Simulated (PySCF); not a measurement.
**Level sweep**

1,1,2,2-tetrafluoroethane, C2H2F4.
InChI=1S/C2H2F4/c3-1(4)2(5)6/h1-2H

PySCF, dipoles from the SCF density, polarisabilities from static response with core orbitals frozen. Geometry: PBE0-D3(BJ)/def2-SVP, one conformer, isolated molecule.

Problem. Compare the levels for these properties.

Solution. 

```
              level  μ (D)  α (Å³)  anisotropy (Å³)
      LDA/def2-SVPD  2.260    4.76             0.17
      PBE/def2-SVPD  2.184    4.75             0.17
    B3LYP/def2-SVPD  2.371    4.52             0.16
     PBE0/def2-SVPD  2.353    4.47             0.15
BHandHLYP/def2-SVPD  2.543    4.27             0.14
CAM-B3LYP/def2-SVPD  2.447    4.47             0.16
       HF/def2-SVPD  2.705    3.99             0.11
       PBE0/6-31+G*  2.425    4.13             0.18
    PBE0/def2-TZVPD  2.278    4.56             0.16
```

The anisotropy is √(½[(α1 − α2)² + (α2 − α3)² + (α3 − α1)²]). The dipole runs from 2.18 D (PBE/def2-SVPD) to 2.71 D (HF/def2-SVPD). No reference polarisability is at hand; against PBE0 in the largest diffuse basis at hand (def2-TZVPD) the other PBE0 rows deviate by 6-31+G* -9%, def2-SVPD -2%. In one basis (def2-SVPD) the functionals order the polarisability from HF (lowest) to LDA (highest), a spread of 19%.
